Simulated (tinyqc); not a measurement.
UKS/BLYP in the sto-3g basis, for CH, spin multiplicity 4, step by step (part 2 of 2). Computed by tinyqc, a small Python program that keeps every step (integrals from PySCF). Command: `OMP_NUM_THREADS=1 python tinyqc.py 31007 31008 out.jsonl` (the two numbers bound the seeds that draw the settings). One thread of a shared host (Intel(R) Xeon(R) Processor @ 2.60GHz), about 2 s of CPU time with the checks.

Geometry (angstrom):
```
atom         x         y         z
C     0.000000  0.000000  0.000000
H     0.000000  0.000000  1.932000
```

## Iteration 2: diagonalisation and new density

F(alpha) (hartree):
```
            1C 1s      1C 2s     1C 2px     1C 2py     1C 2pz      2H 1s
1C 1s   -9.913818  -2.724719   0.000000   0.000000   0.003878  -0.104247
1C 2s   -2.724719  -1.293063   0.000000   0.000000   0.037739  -0.125826
1C 2px   0.000000   0.000000  -0.256484   0.000000   0.000000   0.000000
1C 2py   0.000000   0.000000   0.000000  -0.256484   0.000000   0.000000
1C 2pz   0.003878   0.037739   0.000000   0.000000  -0.233466  -0.090248
2H 1s   -0.104247  -0.125826   0.000000   0.000000  -0.090248   0.077970
```

F(beta) (hartree):
```
            1C 1s      1C 2s     1C 2px     1C 2py     1C 2pz      2H 1s
1C 1s   -9.878049  -2.704754   0.000000   0.000000   0.001426  -0.103568
1C 2s   -2.704754  -1.116443   0.000000   0.000000   0.009970  -0.117290
1C 2px   0.000000   0.000000  -0.059744   0.000000   0.000000   0.000000
1C 2py   0.000000   0.000000   0.000000  -0.059744   0.000000   0.000000
1C 2pz   0.001426   0.009970   0.000000   0.000000  -0.101789  -0.085818
2H 1s   -0.103568  -0.117290   0.000000   0.000000  -0.085818   0.081846
```

X:
```
            1C 1s      1C 2s    1C 2px    1C 2py     1C 2pz      2H 1s
1C 1s    1.024432  -0.130485  0.000000  0.000000  -0.001496   0.009624
1C 2s   -0.130485   1.032914  0.000000  0.000000   0.010271  -0.076768
1C 2px   0.000000   0.000000  1.000000  0.000000   0.000000   0.000000
1C 2py   0.000000   0.000000  0.000000  1.000000   0.000000   0.000000
1C 2pz  -0.001496   0.010271  0.000000  0.000000   1.012148  -0.091266
2H 1s    0.009624  -0.076768  0.000000  0.000000  -0.091266   1.020472
```

D(alpha) after iteration 1:
```
            1C 1s      1C 2s    1C 2px    1C 2py     1C 2pz      2H 1s
1C 1s    1.066062  -0.266919  0.000000  0.000000   0.014626   0.021109
1C 2s   -0.266919   1.079606  0.000000  0.000000  -0.055267  -0.115593
1C 2px   0.000000   0.000000  1.000000  0.000000   0.000000   0.000000
1C 2py   0.000000   0.000000  0.000000  1.000000   0.000000   0.000000
1C 2pz   0.014626  -0.055267  0.000000  0.000000   0.214285   0.062038
2H 1s    0.021109  -0.115593  0.000000  0.000000   0.062038   0.783719
```

D(beta) after iteration 1:
```
            1C 1s      1C 2s    1C 2px    1C 2py     1C 2pz      2H 1s
1C 1s    1.000434  -0.028462  0.000000  0.000000  -0.015229  -0.032193
1C 2s   -0.028462   0.212968  0.000000  0.000000   0.061493   0.076770
1C 2px   0.000000   0.000000  0.000000  0.000000   0.000000   0.000000
1C 2py   0.000000   0.000000  0.000000  0.000000   0.000000   0.000000
1C 2pz  -0.015229   0.061493  0.000000  0.000000   0.018595   0.045782
2H 1s   -0.032193   0.076770  0.000000  0.000000   0.045782   0.744415
```

overlap S:
```
           1C 1s     1C 2s    1C 2px    1C 2py    1C 2pz     2H 1s
1C 1s   1.000000  0.248362  0.000000  0.000000  0.000000  0.009341
1C 2s   0.248362  1.000000  0.000000  0.000000  0.000000  0.144379
1C 2px  0.000000  0.000000  1.000000  0.000000  0.000000  0.000000
1C 2py  0.000000  0.000000  0.000000  1.000000  0.000000  0.000000
1C 2pz  0.000000  0.000000  0.000000  0.000000  1.000000  0.176487
2H 1s   0.009341  0.144379  0.000000  0.000000  0.176487  1.000000
```

Diagonalise F' = X^T F X, C = X C', fill 5 alpha and 2 beta electrons from the bottom; D(s) = C_occ C_occ^T; the new density keeps 0.2 of the old one (damping). Each column has its largest component positive (the first on a tie).

F' = X^T F X (alpha) (hartree):
```
           1          2          3          4          5          6
1  -9.699468  -1.424392   0.000000   0.000000  -0.005609   0.015906
2  -1.424392  -0.794673   0.000000   0.000000   0.047078  -0.069817
3   0.000000   0.000000  -0.256484   0.000000   0.000000   0.000000
4   0.000000   0.000000   0.000000  -0.256484   0.000000   0.000000
5  -0.005609   0.047078   0.000000   0.000000  -0.220945  -0.083960
6   0.015906  -0.069817   0.000000   0.000000  -0.083960   0.109737
```

orbital energies (alpha) (hartree): MO1 -9.921764, MO2 -0.583987, MO3 -0.256484, MO4 -0.256484, MO5 -0.238572, MO6 0.138974

coefficients C (alpha):
```
              MO1        MO2       MO3        MO4        MO5        MO6
1C 1s    0.992056  -0.283003  0.000000   0.000000  -0.022699   0.042430
1C 2s    0.030380   1.022448  0.000000   0.000000   0.077649  -0.193864
1C 2px   0.000000   0.000000  0.999207  -0.039811   0.000000   0.000000
1C 2py   0.000000   0.000000  0.039811   0.999207   0.000000   0.000000
1C 2pz  -0.000033  -0.107826  0.000000   0.000000   0.954525  -0.331870
2H 1s   -0.002817   0.023969  0.000000   0.000000   0.160275   1.014598
```

F' = X^T F X (beta) (hartree):
```
           1          2          3          4          5          6
1  -9.664270  -1.431346   0.000000   0.000000  -0.004682   0.015941
2  -1.431346  -0.612901   0.000000   0.000000   0.020435  -0.072251
3   0.000000   0.000000  -0.059744   0.000000   0.000000   0.000000
4   0.000000   0.000000   0.000000  -0.059744   0.000000   0.000000
5  -0.004682   0.020435   0.000000   0.000000  -0.087402  -0.089701
6   0.015941  -0.072251   0.000000   0.000000  -0.089701   0.113351
```

orbital energies (beta) (hartree): MO1 -9.885226, MO2 -0.402729, MO3 -0.121485, MO4 -0.059744, MO5 -0.059744, MO6 0.158217

coefficients C (beta):
```
              MO1        MO2        MO3       MO4        MO5        MO6
1C 1s    0.992530  -0.281021   0.008629  0.000000   0.000000   0.049192
1C 2s    0.028658   1.019746  -0.041479  0.000000   0.000000  -0.217975
1C 2px   0.000000   0.000000   0.000000  0.002962   0.999996   0.000000
1C 2py   0.000000   0.000000   0.000000  0.999996  -0.002962   0.000000
1C 2pz   0.000283  -0.029233   0.915492  0.000000   0.000000  -0.440343
2H 1s   -0.002695   0.065695   0.273858  0.000000   0.000000   0.988108
```

D(alpha) after iteration 2:
```
            1C 1s      1C 2s    1C 2px    1C 2py     1C 2pz      2H 1s
1C 1s    1.065038  -0.262168  0.000000  0.000000   0.009978  -0.006351
1C 2s   -0.262168   1.057804  0.000000  0.000000  -0.039958   0.006375
1C 2px   0.000000   0.000000  1.000000  0.000000   0.000000   0.000000
1C 2py   0.000000   0.000000  0.000000  1.000000   0.000000   0.000000
1C 2pz   0.009978  -0.039958  0.000000  0.000000   0.781052   0.132729
2H 1s   -0.006351   0.006375  0.000000  0.000000   0.132729   0.177760
```

D(beta) after iteration 2:
```
            1C 1s      1C 2s    1C 2px    1C 2py     1C 2pz      2H 1s
1C 1s    1.051357  -0.212193  0.000000  0.000000   0.003751  -0.023348
1C 2s   -0.212193   0.875156  0.000000  0.000000  -0.011543   0.068886
1C 2px   0.000000   0.000000  0.000000  0.000000   0.000000   0.000000
1C 2py   0.000000   0.000000  0.000000  0.000000   0.000000   0.000000
1C 2pz   0.003751  -0.011543  0.000000  0.000000   0.004403   0.007619
2H 1s   -0.023348   0.068886  0.000000  0.000000   0.007619   0.152341
```

Within a degenerate level the vectors are fixed only up to a rotation; this is one choice.

## Iteration 17 (converged): orbitals

converged F(alpha) (hartree):
```
            1C 1s      1C 2s     1C 2px     1C 2py     1C 2pz      2H 1s
1C 1s   -9.566479  -2.647702   0.000000   0.000000   0.001302  -0.101389
1C 2s   -2.647702  -1.093395   0.000000   0.000000   0.007761  -0.127781
1C 2px   0.000000   0.000000  -0.052803   0.000000   0.000000   0.000000
1C 2py   0.000000   0.000000   0.000000  -0.052803   0.000000   0.000000
1C 2pz   0.001302   0.007761   0.000000   0.000000  -0.043043  -0.105062
2H 1s   -0.101389  -0.127781   0.000000   0.000000  -0.105062  -0.222375
```

converged F(beta) (hartree):
```
            1C 1s      1C 2s    1C 2px    1C 2py     1C 2pz      2H 1s
1C 1s   -9.545766  -2.631693  0.000000  0.000000  -0.001215  -0.100898
1C 2s   -2.631693  -0.979893  0.000000  0.000000  -0.021439  -0.117623
1C 2px   0.000000   0.000000  0.082973  0.000000   0.000000   0.000000
1C 2py   0.000000   0.000000  0.000000  0.082973   0.000000   0.000000
1C 2pz  -0.001215  -0.021439  0.000000  0.000000   0.025846  -0.093985
2H 1s   -0.100898  -0.117623  0.000000  0.000000  -0.093985  -0.064125
```

Diagonalise F' = X^T F X, C = X C', fill 5 alpha and 2 beta electrons from the bottom; D(s) = C_occ C_occ^T. Each column has its largest component positive (the first on a tie).

F' = X^T F X (alpha) (hartree):
```
           1          2          3          4          5          6
1  -9.352109  -1.414918   0.000000   0.000000  -0.004757   0.015420
2  -1.414918  -0.598480   0.000000   0.000000   0.019299  -0.061094
3   0.000000   0.000000  -0.052803   0.000000   0.000000   0.000000
4   0.000000   0.000000   0.000000  -0.052803   0.000000   0.000000
5  -0.004757   0.019299   0.000000   0.000000  -0.026223  -0.086858
6   0.015420  -0.061094   0.000000   0.000000  -0.086858  -0.197644
```

orbital energies (alpha) (hartree): MO1 -9.575135, MO2 -0.395535, MO3 -0.218627, MO4 -0.052803, MO5 -0.052803, MO6 0.014841

coefficients C (alpha):
```
              MO1        MO2        MO3       MO4        MO5        MO6
1C 1s    0.991617  -0.270871   0.092132  0.000000   0.000000  -0.037662
1C 2s    0.031975   0.965110  -0.364946  0.000000   0.000000   0.155858
1C 2px   0.000000   0.000000   0.000000  0.960069  -0.279764   0.000000
1C 2py   0.000000   0.000000   0.000000  0.279764   0.960069   0.000000
1C 2pz   0.000351   0.003943   0.341900  0.000000   0.000000   0.957063
2H 1s   -0.003082   0.241886   0.862238  0.000000   0.000000  -0.503692
```

F' = X^T F X (beta) (hartree):
```
           1          2         3         4          5          6
1  -9.332723  -1.415667  0.000000  0.000000  -0.003580   0.016057
2  -1.415667  -0.482638  0.000000  0.000000  -0.009743  -0.068622
3   0.000000   0.000000  0.082973  0.000000   0.000000   0.000000
4   0.000000   0.000000  0.000000  0.082973   0.000000   0.000000
5  -0.003580  -0.009743  0.000000  0.000000   0.043014  -0.094065
6   0.016057  -0.068622  0.000000  0.000000  -0.094065  -0.035677
```

orbital energies (beta) (hartree): MO1 -9.553664, MO2 -0.285749, MO3 -0.077056, MO4 0.082973, MO5 0.082973, MO6 0.108446

coefficients C (beta):
```
              MO1        MO2        MO3        MO4       MO5        MO6
1C 1s    0.992054  -0.268020   0.097385   0.000000  0.000000  -0.033050
1C 2s    0.030393   0.960291  -0.381801   0.000000  0.000000   0.145198
1C 2px   0.000000   0.000000   0.000000  -0.127217  0.991875   0.000000
1C 2py   0.000000   0.000000   0.000000   0.991875  0.127217   0.000000
1C 2pz   0.000682   0.097347   0.504489   0.000000  0.000000   0.876867
2H 1s   -0.002937   0.231235   0.746150   0.000000  0.000000  -0.667428
```

D(alpha) after iteration 17:
```
            1C 1s      1C 2s    1C 2px    1C 2py     1C 2pz      2H 1s
1C 1s    1.065164  -0.263336  0.000000  0.000000   0.030780   0.010864
1C 2s   -0.263336   1.065645  0.000000  0.000000  -0.120958  -0.081323
1C 2px   0.000000   0.000000  1.000000  0.000000   0.000000   0.000000
1C 2py   0.000000   0.000000  0.000000  1.000000   0.000000   0.000000
1C 2pz   0.030780  -0.120958  0.000000  0.000000   0.116911   0.295752
2H 1s    0.010864  -0.081323  0.000000  0.000000   0.295752   0.801973
```

D(beta) after iteration 17:
```
            1C 1s      1C 2s    1C 2px    1C 2py     1C 2pz      2H 1s
1C 1s    1.056006  -0.227226  0.000000  0.000000  -0.025414  -0.064889
1C 2s   -0.227226   0.923082  0.000000  0.000000   0.093502   0.221963
1C 2px   0.000000   0.000000  0.000000  0.000000   0.000000   0.000000
1C 2py   0.000000   0.000000  0.000000  0.000000   0.000000   0.000000
1C 2pz  -0.025414   0.093502  0.000000  0.000000   0.009477   0.022508
2H 1s   -0.064889   0.221963  0.000000  0.000000   0.022508   0.053478
```

Within a degenerate level the vectors are fixed only up to a rotation; this is one choice.

## Convergence

Stop when the energy changes by less than 1e-08 hartree and every element of the error matrix X^T (F D S - S D F) X (for each spin) is below 3e-05.

Course of the cycle:
```
iteration   E (hartree)     change  largest element of the error matrix
1          -37.31011411          -                             1.09e-01
2          -37.50460879  -1.94e-01                             1.05e-01
3          -37.53793645  -3.33e-02                             1.48e-01
4          -37.49289540   4.50e-02                             1.42e-01
5          -37.73918942  -2.46e-01                             6.82e-02
6          -37.75785466  -1.87e-02                             8.69e-02
7          -37.77059659  -1.27e-02                             7.31e-02
8          -37.78329369  -1.27e-02                             2.38e-02
9          -37.78654650  -3.25e-03                             6.68e-03
10         -37.78713313  -5.87e-04                             2.47e-03
11         -37.78724741  -1.14e-04                             6.08e-04
12         -37.78726931  -2.19e-05                             1.41e-04
13         -37.78727363  -4.32e-06                             3.37e-05
14         -37.78727449  -8.62e-07                             6.84e-06
15         -37.78727466  -1.72e-07                             1.37e-06
16         -37.78727470  -3.45e-08                             2.74e-07
17         -37.78727470  -6.89e-09                             5.48e-08
```

PySCF UKS in the same basis, fine grid, after a stability check = -37.82032709 hartree

Converged in 17 iterations. The coarse grid moves the energy by +3.31e-02 hartree.

## Populations, bond orders and dipole

Mulliken: Z minus the diagonal of D S on the atom; Loewdin: the same with S^(1/2) D S^(1/2); Mayer order: 2 sum_s sum (D(s) S)_ij (D(s) S)_ji over the two atoms.

Charges (e):
```
atom   Mulliken    Loewdin  Mulliken spin
1C    -0.068579  -0.068087       2.246361
2H     0.068579   0.068087       0.753639
```

Mayer bond orders:
```
pair     order
2-1   0.427326
```

dipole moment about the origin, x y z (debye): 0.000000  0.000000  0.608043

<S^2> of the determinant (pure state: 3.75) = 3.757065
